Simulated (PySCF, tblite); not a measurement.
Compound: C4H3OP.
Geometry (GFN2-xTB, Å), atoms numbered from 1 in this order:
```xyz
9
C4H3OP angstrom
C     -1.6453    0.7113    0.8756
C     -0.9882   -0.0405    0.2143
C     -0.1745   -0.9122   -0.5884
P      1.1779    0.0361   -1.5427
C      1.8875    0.7025   -0.2209
O      2.4695    1.2354    0.6315
H     -2.2347    1.3493    1.4635
H      0.3036   -1.6800    0.0245
H     -0.7822   -1.3959   -1.3581
```

Computed, not measured: B3LYP/def2-SVPD in PySCF (dipole) on a GFN2-xTB geometry, gas phase.

Take the most abundant isotopes and a rigid rotor. The values belong to one conformer with, in the numbering `[CH:1]#[C:2][CH2:3][P:4]=[C:5]=[O:6]`, C2–C3–P4–C5 58°.

Question: Give the principal moments of inertia and the rotational constants in MHz.

Answer: Ia = 118.80, Ib = 221.75, Ic = 314.75 u·Å²; 505379 MHz·u·Å²/I gives A = 4254, B = 2279, C = 1606 MHz.

Question: What kind of rotor is it?

Answer: An asymmetric top; Ray's κ = -0.491.

Question: What does the inertial defect say?

Answer: Not planar: Δ = Ic − Ia − Ib = -25.80 u·Å². For a rigid frame Δ = −2 Σ m c², so Σ m c² = 12.90 u·Å² lies off the ab plane: 3.57 from hydrogen and 9.34 from heavier atoms. The atom farthest from that plane is 1.68 Å away.

Question: Give the other two planar moments, Paa and Pbb, and the rms extents of the mass along the axes.

Answer: Paa = Σ m a² = (Ib + Ic − Ia)/2 = 208.85 and Pbb = Σ m b² = (Ia + Ic − Ib)/2 = 105.90 u·Å². With the mass M = 97.99 u, the rms extents √(P/M) along a, b and c are 1.46, 1.04, 0.36 Å.

Question: Which types of transition are allowed, and where do some lines up to J = 3 fall?

Answer: The dipole components are |μa| = 1.14 D, |μb| = 1.01 D, |μc| = 0.54 D. Intensities carry the squares of the components, which stand as 1.00 : 0.79 : 0.22 (a : b : c). Some lines, for components of 0.1 D or more:

| type | branch | J(Ka,Kc) | MHz | lower level (cm⁻¹) |
| --- | --- | --- | --- | --- |
| a | Q | 1(1,0) ← 1(1,1) | 673 | 0.195 |
| c | Q | 3(1,3) ← 3(0,3) | 894 | 0.755 |
| c | Q | 1(1,1) ← 1(0,1) | 1975 | 0.130 |
| a | Q | 2(1,1) ← 2(1,2) | 2020 | 0.432 |
| b | Q | 1(1,0) ← 1(0,1) | 2648 | 0.130 |
| b | Q | 2(1,1) ← 2(0,2) | 3467 | 0.384 |
| a | Q | 3(1,2) ← 3(1,3) | 4020 | 0.784 |
| b | Q | 3(1,2) ← 3(0,3) | 4914 | 0.755 |
| b | R | 2(0,2) ← 1(1,1) | 5649 | 0.195 |
| b | Q | 2(2,0) ← 2(1,1) | 6070 | 0.500 |
| a | R | 2(0,2) ← 1(0,1) | 7624 | 0.130 |
| b | Q | 2(2,1) ← 2(1,2) | 7945 | 0.432 |
| b | R | 2(1,2) ← 1(0,1) | 9071 | 0.130 |
| a | R | 3(1,3) ← 2(1,2) | 10561 | 0.432 |
| b | Q | 3(3,0) ← 3(2,1) | 10976 | 1.109 |
| b | Q | 3(3,1) ← 3(2,2) | 11641 | 1.086 |
| a | R | 3(2,2) ← 2(2,1) | 11654 | 0.697 |
| a | R | 3(1,2) ← 2(1,1) | 12561 | 0.500 |
| c | R | 2(2,0) ← 1(1,0) | 14512 | 0.218 |
| c | R | 2(2,1) ← 1(1,1) | 15041 | 0.195 |
| b | R | 3(2,2) ← 2(1,1) | 17579 | 0.500 |
| b | R | 3(2,1) ← 2(1,2) | 20284 | 0.432 |
| b | R | 3(3,1) ← 2(2,0) | 23150 | 0.702 |
| c | R | 3(3,0) ← 2(2,0) | 23170 | 0.702 |
| c | R | 3(3,1) ← 2(2,1) | 23295 | 0.697 |
| b | R | 3(3,0) ← 2(2,1) | 23315 | 0.697 |

Question: Estimate the classical rotational partition function at 50 K, 200 K and 500 K.

Answer: Point group C1, symmetry number σ = 1; q = (√π/σ)·√((kT/h)³/(ABC)), k/h = 20836.6 MHz/K: 15100 at 50 K, 121000 at 200 K, 478000 at 500 K.

Its GFN2-xTB frequencies are all real (lowest 31 cm⁻¹). Constants of a rigid frame at the computed geometry: no zero-point averaging, no centrifugal distortion.
